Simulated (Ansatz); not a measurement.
# HS (doublet): wave-function methods side by side, 6-31G

Aim: climb from Hartree-Fock through coupled cluster and multireference methods for HS (doublet) at one geometry and basis, and see what each rung misses.

Computed with Ansatz 0.2.0, Gaussian basis. Level: 6-31G, core rule «outside noble gas», up to 5 orbitals frozen.

To be run: UHF; CCSD(T) on ROHF; CCSD(T) on UHF; BCCD(T) on ROHF; CISD; CCSDT(Q) on ROHF; CCSDT(Q) on UHF; CISDTQ; CCSDTQ on ROHF; CCSDTQ on UHF; CASSCF and MRCISD+Q, 7 electrons in 5 orbitals; CASSCF and NEVPT2, 7 electrons in 5 orbitals; Full CI.

9 further runs of the same task are left out: 9 set aside as unsound or not needed.

### 1 What is computed

The geometry is an MP2(full)/6-31G* stationary point (not a proven minimum).

2 atoms, charge 0, spin multiplicity 2.

Atoms are counted from 1 here; the program's logs count them from 0.

Bond lengths: S1–H2 1.344 Å.

Geometry (Å):

```xyz
2
HS
S     0.0000    0.0000    0.0000
H     0.0000    0.0000    1.3444
```

### 2 UHF

Contents of in.yaml:

```yaml
crystal:
  periodic: [false, false, false]
  atoms:
    - {symbol: S, position_ang: [0.000000, 0.000000, 0.000000]}
    - {symbol: H, position_ang: [0.000000, 0.000000, 1.344413]}
basis:
  gaussian: {orbitals: 6-31G}
magnetization: {spin_polarized: true, initial_magnetization: 1}
hamiltonian: {xc: hf}
output: {orbitals: {seedname: orbitals}}
```

Run with:

```sh
$ ansatz run in.yaml --threads 1 --pin off --events-out ev --progress --plain --max-ram 2880MiB --backend cpu
```

After this run come: CCSD(T) on ROHF; CCSD(T) on UHF; BCCD(T) on ROHF; CISD; CCSDT(Q) on ROHF; CCSDT(Q) on UHF; CISDTQ; CCSDTQ on ROHF; CCSDTQ on UHF; CASSCF and MRCISD+Q, 7 electrons in 5 orbitals; CASSCF and NEVPT2, 7 electrons in 5 orbitals; Full CI.

Q: Predict the results of all the runs planned. Wanted: FCI below the RHF energy; RMP2 from FCI; UMP2 from FCI; RCCSD from FCI; RCCSD(T) from FCI; UCCSD(T) from FCI; RCCSDT(Q) from FCI; UCCSDT(Q) from FCI; NEVPT2 valence from FCI.

**Answer**, as computed:

| quantity | value |
| --- | --- |
| FCI below the RHF energy | -1.3690 eV |
| RMP2 from FCI | +30.7 kJ/mol |
| UMP2 from FCI | +30.2 kJ/mol |
| RCCSD from FCI | +1.3 kJ/mol |
| RCCSD(T) from FCI | +0.3 kJ/mol |
| UCCSD(T) from FCI | +0.3 kJ/mol |
| RCCSDT(Q) from FCI | 0.0 kJ/mol |
| UCCSDT(Q) from FCI | 0.0 kJ/mol |
| NEVPT2 valence from FCI | +22.7 kJ/mol |
| MRCISD+Q valence from FCI | +0.5 kJ/mol |
| levels within 1 kcal/mol (43 meV) | CISD, RCCSD, UCCSD, RCCSD(T), UCCSD(T), BCCD(T), RCCSDT, UCCSDT, CISDTQ, RCCSDT(Q), UCCSDT(Q), RCCSDTQ, UCCSDTQ, MRCISD valence, MRCISD+Q valence |
| T1 diagnostic | 0.009 |
| effectively unpaired electrons | 1.01 |

What this shows: RCCSD(T) lands +0.3 kJ/mol from the yardstick (0.2 % of the correlation energy). One determinant dominates. Of the multireference levels listed MRCISD+Q valence comes nearest in total energy (+0.5 kJ/mol), which doesn't show that its space is the better one. These misses are within one basis, not against nature; the frozen cores of restricted and unrestricted runs differ, which can shift their rows.
